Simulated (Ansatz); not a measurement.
Correlation energies of `[OH][AlH][Cl]` by basis set

Cartesian coordinates in Å:
```
O 0.900 0.209 0.898
Al -0.462 -0.155 -0.022
Cl -0.408 0.088 -2.103
H 1.724 0.529 0.535
H -1.754 -0.672 0.692
```

Charge 0, multiplicity 1. The structure was optimised at the PBE0-D4/def2-TZVP level. It is one conformer, not always the lowest. Frozen core, restricted reference, the Gaussian-basis code of Ansatz. CBS rows extrapolate triple and quadruple zeta.

```csv
basis,HF (Eh),MP2 corr.
def2-SVP,-777.29120,-0.38207
def2-TZVPP,-777.63491,-0.50783
def2-QZVPP,-777.65878,-0.55414
```

(1) Estimate the CCSD correlation energy and the (T) correction in each basis where they were run (hartree).

Answers

(1) 
| basis | CCSD corr. | (T) |
| --- | --- | --- |
| def2-SVP | -0.40720 | -0.00762 |
| def2-TZVPP | -0.53384 | -0.01924 |
| def2-QZVPP | -0.57565 | -0.02282 |
| CBS(def2) | -0.60663 | -0.02547 |
